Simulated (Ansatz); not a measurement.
Tetragonal perovskite BaTiO3 (room-temperature form, which distorts further on cooling)

These are PBE (Ansatz, a quantum-chemistry and plane-wave program, PAW) values and carry that method's errors.

Settings: plane-wave cutoff 520 eV, 6×6×6 k mesh, perturbation theory, no spin polarisation, scalar-relativistic PAW data made under PBE.

Cell: measured lattice: a = b = 3.9940 Å, c = 4.0340 Å, α = β = γ = 90.00°.

* **electronic dielectric constant ε∞ (mean over three axes)**: 6.18

Measured, for comparison: high-frequency dielectric constant 5.15 (room temperature, copied from a table, unchecked, long-wavelength limit of the electronic terms of a dispersion formula fitted to measured refractive indices over 0.4-0.7 um; lattice terms left out, mean of the two values across and the one along c; as tabulated in Wemple et al. (1968), doi:10.1016/0022-3697(68)90164-9). Computed (rounded) less measured: high-frequency dielectric constant not scored (unchecked).

Note: the run finds an imaginary mode (170i cm⁻¹), so the cell is a saddle point at this level; the cell isn't this level's own, so it is under some stress, which shifts stiffness and frequencies.

Spin–orbit coupling is not included.

Computing time: very roughly 11 core-minutes.
